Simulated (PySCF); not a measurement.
Species: C4H4N (charge -1).
Numbering: `[cH:1]1[cH:2][cH:3][n-:4][cH:5]1` (hydrogens: H6 on C1; H7 on C2; H8 on C3; H9 on C5)

Computed geometry: GFN2-xTB, gas phase.

List the bond lengths and angles at this level.

```csv
bond,length (Å)
C1–C2,1.404
"C3–N4, N4–C5",1.349
"C1–C5, C2–C3",1.383
"C1–H6, C2–H7",1.085
"C3–H8, C5–H9",1.086
```

Bonds in one row agree within 0.01 Å and their mean is given. A selection of angles:
```csv
angle,degrees
C2–C1–C5,105.4
C2–C1–H6,127.3
C5–C1–H6,127.3
C2–C3–N4,112.2
C2–C3–H8,127.6
N4–C3–H8,120.2
C3–N4–C5,104.8
```

C3 (aromatic CH next to a ring nitrogen) is planar (angles 127.6°, 120.2° and 112.2°, sum 360.0°, 0.00 Å off the plane of its three neighbours). The C–C distances run from 1.383 Å (C1–C5, aromatic) to 1.404 Å (C1–C2, aromatic), a spread of 0.021 Å. The 5 heavy atoms lie in one plane (0.000 Å rms). C1 (aromatic CH carbon) is planar (angles 127.3°, 127.3° and 105.4°, sum 360.0°, 0.00 Å off the plane of its three neighbours). The 5-membered ring C1–C2–C3–N4–C5 has internal angles of 104.8° to 112.2° (sum 540°, against 540° for a flat polygon); it is planar, 0.00 Å rms from its mean plane, widest ring torsion 0°.

Point group: C2v (tolerance 0.08 Å). No GFN2-xTB frequencies stand behind this structure, so it isn't proved a minimum.
